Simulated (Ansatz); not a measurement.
The same path of BClH₄O (7 atoms, charge 0, multiplicity 1) was run twice with different band settings. Lost on the way: B1–H2, O5–H7. Made: H2–H7.

Method: RKS r2SCAN/def2-SVP (Ansatz).

Relaxed end points:

```xyz
7
Properties=species:S:1:pos:R:3
B 0.023 -0.013 0.126
H 0.156 0.644 1.132
H 0.926 -0.044 -0.677
Cl -1.650 0.154 -0.649
O -0.001 -1.576 0.710
H -0.213 -2.148 -0.049
H -0.778 -1.639 1.293
```

```xyz
7
Properties=species:S:1:pos:R:3
B 0.132 -0.574 -0.650
H -0.734 0.188 2.284
H 1.121 0.102 -0.721
Cl -1.458 0.166 -0.940
O 0.241 -1.878 -0.359
H -0.610 -2.338 -0.321
H -0.231 -0.288 2.594
```

Common settings: spring 5.0 eV/Å²; optimiser quadratic models (default); start path through a guess of the saddle point; force threshold 0.05 eV/Å; iteration limit 60; end points relaxed.

| run | movable images | climbing image |
| --- | --- | --- |
| 1 | 7 | yes |
| 2 | 3 | no |

(1) What does each run give, and how far can it be trusted?

## Answers

(1) Run 1: converged after 20 iterations, highest image 0.992 eV above the first end. The profile has 2 maxima (images 2, 4) with wells between them (image 3): this band takes more than one step, which may be the mechanism or a detour left from its start path. A vibrational analysis at the climbing image gives one clearly imaginary mode, 1290i cm⁻¹: a first-order saddle point.
Run 2: converged after 10 iterations, highest image 0.563 eV above the first end. Neighbouring images differ by up to 1.2 eV, so the band resolves the path poorly. No image climbed, so the highest image needn't sit at the top of the path. A band with more images between the same ends climbed to 0.99 eV, so this one has probably stepped over the top. So few images can step over the top or miss a turn of the path.
The orbitals stay closed-shell, which can raise the energy where a bond breaks towards radicals; this wasn't checked here.
